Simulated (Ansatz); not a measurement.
`NC1=NC=C1O`. Total charge 0; spin multiplicity 1.

```xyz
10

N    -0.953   -1.608    0.063
C     0.011   -0.695    0.195
N     1.208   -0.765    0.667
C     1.331    0.722    0.285
C     0.093    0.776   -0.194
O    -0.796    1.601   -0.768
H    -0.817   -2.528    0.446
H    -1.872   -1.332   -0.228
H     2.190    1.360    0.421
H    -0.395    2.469   -0.888
```

List the harmonic frequencies (cm⁻¹, unscaled) at PBE0-D4/def2-TZVP in Ansatz. (Estimate.)

Computed: 139, 224, 240, 287, 360, 496, 527, 642, 668, 758, 763, 868, 1082, 1107, 1196, 1324, 1470, 1607, 1719, 1764, 3270, 3620, 3756, 3832.

Is this a minimum?

Yes, all 24 modes are real.

Give the ideal-gas thermochemistry at 298.15 K and 1 bar (rigid rotor, harmonic oscillator; point group C1, symmetry number 1).

Zero-point energy 189.7 kJ/mol; H(298) − E = 208.8 kJ/mol; entropy 323.8 J/(mol·K), of which translation 164.1, rotation 109.4, vibration 50.3; G(298) − E = 112.3 kJ/mol.

And at 400, 500, 600, 800 and 1000 K?


```json
{"T (K)": "400", "H − E (kJ/mol)": "220.1", "S (J/mol/K)": "356.3", "G − E (kJ/mol)": "77.6"}
{"T (K)": "500", "H − E (kJ/mol)": "233.0", "S (J/mol/K)": "385.0", "G − E (kJ/mol)": "40.5"}
{"T (K)": "600", "H − E (kJ/mol)": "247.4", "S (J/mol/K)": "411.1", "G − E (kJ/mol)": "0.7"}
{"T (K)": "800", "H − E (kJ/mol)": "279.2", "S (J/mol/K)": "456.7", "G − E (kJ/mol)": "-86.2"}
{"T (K)": "1000", "H − E (kJ/mol)": "314.1", "S (J/mol/K)": "495.6", "G − E (kJ/mol)": "-181.5"}
```
